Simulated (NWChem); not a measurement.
All runs are NWChem calculations. System: HF, charge 0, spin multiplicity 1, displaced from the optimised geometry. Level: CR-CCSD(T)/cc-pVDZ, 1 core orbitals frozen, spin-restricted.

The NWChem input:

```
start mol
memory heap 100 mb stack 700 mb global 1900 mb
geometry units angstroms nocenter noautoz noautosym
  F      0.000000     0.000000     1.017227
  H      0.000000     0.000000    -0.832277
end
basis spherical
  * library cc-pvdz
end
scf
  rhf
  nopen 0
  maxiter 100
  thresh 1e-7
  semidirect memsize 60000000 filesize 0
end
tce
  freeze core 1
  cr-ccsd(t)
  2eorb
  2emet 13
  thresh 1e-6
  maxiter 100
  tilesize 24
end
task tce energy
```

NWChem printed:

```
             Northwest Computational Chemistry Package (NWChem) 7.3.0
             --------------------------------------------------------

                                NWChem Input Module
                                -------------------

 Scaling coordinates for geometry "geometry" by  1.889725989
 (inverse scale =  0.529177249)

                             Geometry "geometry" -> ""
                             -------------------------

 Output coordinates in angstroms (scale by  1.889725989 to convert to a.u.)

  No.       Tag          Charge          X              Y              Z
 ---- ---------------- ---------- -------------- -------------- --------------
    1 F                    9.0000     0.00000000     0.00000000     1.01722700
    2 H                    1.0000     0.00000000     0.00000000    -0.83227700

 Effective nuclear repulsion energy (a.u.)       2.5750662021

            Nuclear Dipole moment (a.u.)
            ----------------------------
        X                 Y               Z
 ---------------- ---------------- ----------------
     0.0000000000     0.0000000000    15.7277472071


 Summary of "ao basis" -> "" (spherical)
 ------------------------------------------------------------------------------
       Tag                 Description            Shells   Functions and Types
 ---------------- ------------------------------  ------  ---------------------
 *                          cc-pvdz                   on all atoms

 Summary of "ao basis" -> "ao basis" (spherical)
 ------------------------------------------------------------------------------
       Tag                 Description            Shells   Functions and Types
 ---------------- ------------------------------  ------  ---------------------
 F                          cc-pvdz                  6       14   3s2p1d
 H                          cc-pvdz                  3        5   2s1p

                                 NWChem SCF Module
                                 -----------------

  ao basis        = "ao basis"
  functions       =    19
  atoms           =     2
  closed shells   =     5
  open shells     =     0
  charge          =   0.00
  wavefunction    = RHF
  use symmetry    = F
  symmetry adapt  = F

 Summary of "ao basis" -> "ao basis" (spherical)
 ------------------------------------------------------------------------------
       Tag                 Description            Shells   Functions and Types
 ---------------- ------------------------------  ------  ---------------------
 F                          cc-pvdz                  6       14   3s2p1d
 H                          cc-pvdz                  3        5   2s1p

 Forming initial guess at       0.0s

      Superposition of Atomic Density Guess
      -------------------------------------

 Sum of atomic energies:         -99.88314519

      Non-variational initial energy
      ------------------------------

 Total energy =     -99.402157
 1-e energy   =    -144.926626
 2-e energy   =      42.949403
 HOMO         =      -0.580174
 LUMO         =      -0.156927

 Starting SCF solution at       0.1s

 ----------------------------------------------
         Quadratically convergent ROHF

 Convergence threshold     :          1.000E-07
 Maximum no. of iterations :          100
 Final Fock-matrix accuracy:          1.000E-09
 ----------------------------------------------

              iter       energy          gnorm     gmax       time
             ----- ------------------- --------- --------- --------
[...]
  ----- ------------  ---------------      ----- ------------  ---------------
    16     -1.312251  2 H  s                 15      1.295484  2 H  s
     3      0.200268  1 F  s

 Vector    8  Occ=0.000000D+00  E= 1.263163D+00
              MO Center= -2.2D-16, -3.3D-17, -3.2D-01, r^2= 1.0D+00
   Bfn.  Coefficient  Atom+Function         Bfn.  Coefficient  Atom+Function
  ----- ------------  ---------------      ----- ------------  ---------------
    19      0.752059  2 H  pz                 6      0.535654  1 F  pz
     9     -0.420238  1 F  pz                 2     -0.324606  1 F  s
     3      0.264026  1 F  s

 center of mass
 --------------
 x =   0.00000000 y =   0.00000000 z =   1.74621487

 moments of inertia (a.u.)
 ------------------
          11.690826815795           0.000000000000           0.000000000000
           0.000000000000          11.690826815795           0.000000000000
           0.000000000000           0.000000000000           0.000000000000

  Mulliken analysis of the total density
  --------------------------------------

    Atom       Charge   Shell Charges
 -----------   ------   -------------------------------------------------------
    1 F    9     9.36   2.00  0.91  1.08  3.18  2.19  0.00
    2 H    1     0.64   0.30  0.33  0.01

       Multipole analysis of the density wrt the origin
       ------------------------------------------------

     L   x y z        total         open         nuclear
     -   - - -        -----         ----         -------
     0   0 0 0     -0.000000      0.000000     10.000000

     1   1 0 0     -0.000000      0.000000      0.000000
     1   0 1 0      0.000000      0.000000      0.000000
     1   0 0 1     -1.352178      0.000000     15.727747

     2   2 0 0     -4.471536      0.000000      0.000000
     2   1 1 0     -0.000000      0.000000      0.000000
     2   1 0 1      0.000000      0.000000      0.000000
     2   0 2 0     -4.471536      0.000000      0.000000
     2   0 1 1     -0.000000      0.000000      0.000000
     2   0 0 2     -3.962623      0.000000     35.730077

                   NWChem Extensible Many-Electron Theory Module
                   ---------------------------------------------


            General Information
            -------------------
      Number of processors :     1
         Wavefunction type : Restricted Hartree-Fock
          No. of electrons :    10
           Alpha electrons :     5
            Beta electrons :     5
           No. of orbitals :    38
            Alpha orbitals :    19
             Beta orbitals :    19
        Alpha frozen cores :     1
         Beta frozen cores :     1
     Alpha frozen virtuals :     0
      Beta frozen virtuals :     0
         Spin multiplicity : singlet
    Number of AO functions :    19
       Number of AO shells :     9
        Use of symmetry is : off
      Symmetry adaption is : off
         Schwarz screening : 0.10D-09

          Correlation Information
          -----------------------
          Calculation type : Coupled-cluster singles & doubles w/ perturbation
   Perturbative correction : Completely renormalized (T)
            Max iterations :      100
        Residual threshold : 0.10D-05
     T(0) DIIS level shift : 0.00D+00
     L(0) DIIS level shift : 0.00D+00
     T(1) DIIS level shift : 0.00D+00
     L(1) DIIS level shift : 0.00D+00
     T(R) DIIS level shift : 0.00D+00
     T(I) DIIS level shift : 0.00D+00
   CC-T/L Amplitude update :  5-th order DIIS
                I/O scheme : Global Array Library
        L-threshold :  0.10D-05
        EOM-threshold :  0.10D-05
 no EOMCCSD initial starts read in
 TCE RESTART OPTIONS
 SLICE:      F
 D4D5:       F
 quantumc:   F
 qrotation:  F
 pwtce:      F
 qducc:      F
 nacto:                         0
 nrotv:                         0
 nrot:                          0

            Memory Information
            ------------------
          Available GA space size is     249036439 doubles
          Available MA space size is     104855988 doubles

 Maximum block size supplied by input
 Maximum block size        24 doubles

 tile_dim =     14

 -------------------------------------------------

 Global array virtual files algorithm will be used

 Parallel file system coherency ......... OK

 4-electron integrals stored in orbital form

 v2    file size   =            56816
 4-index algorithm nr.  13 is used
 imaxsize =       30
 imaxsize ichop =        0


CCSD iterations
 ---------------------------------------------------------
 Iter          Residuum       Correlation     Cpu    Wall
 ---------------------------------------------------------
    1   0.1574149962380  -0.2434676433014     0.0     0.0
    2   0.0554017339020  -0.2452073222299     0.0     0.0
    3   0.0329137042720  -0.2533935018224     0.0     0.0
    4   0.0175849232224  -0.2572728171973     0.0     0.0
    5   0.0118511097556  -0.2590241019040     0.0     0.0
    6   0.0027807999973  -0.2619112210968     0.0     0.0
    7   0.0011693714941  -0.2621185064754     0.0     0.0
    8   0.0005624162593  -0.2621368439308     0.0     0.0
    9   0.0003041394632  -0.2621773128855     0.0     0.0
   10   0.0001789348252  -0.2621955789842     0.0     0.0
   11   0.0000459680394  -0.2622288454787     0.0     0.0
   12   0.0000254571646  -0.2622331916759     0.0     0.0
   13   0.0000123581730  -0.2622326270267     0.0     0.0
   14   0.0000080977000  -0.2622346047105     0.0     0.0
   15   0.0000050157862  -0.2622339041525     0.0     0.0
   16   0.0000005207686  -0.2622345547018     0.0     0.0
 -----------------------------------------------------------------
 Iterations converged
 CCSD correlation energy / hartree =        -0.262234554701836
 CCSD total energy / hartree       =      -100.051523588509795

 Singles contributions
     6a   (alpha) ---     5a   (alpha)       -0.1160782098

 Doubles contributions
     6a   (alpha)     6a   (beta ) ---     5a   (alpha)     5a   (beta )       -0.3785370063
 CR-CCSD(T)

 CR-CCSD[T]  correction energy / hartree =        -0.007886821846858
 CR-CCSD[T] correlation energy / hartree =        -0.270121376548694
 CR-CCSD[T] total energy / hartree       =      -100.059410410356648
 CR-CCSD(T)  correction energy / hartree =        -0.007557506012232
 CR-CCSD(T) correlation energy / hartree =        -0.269792060714069
 CR-CCSD(T) total energy / hartree       =      -100.059081094522028

 Task  times  cpu:        0.5s     wall:        0.5s

 Total times  cpu:        0.5s     wall:        0.5s
```
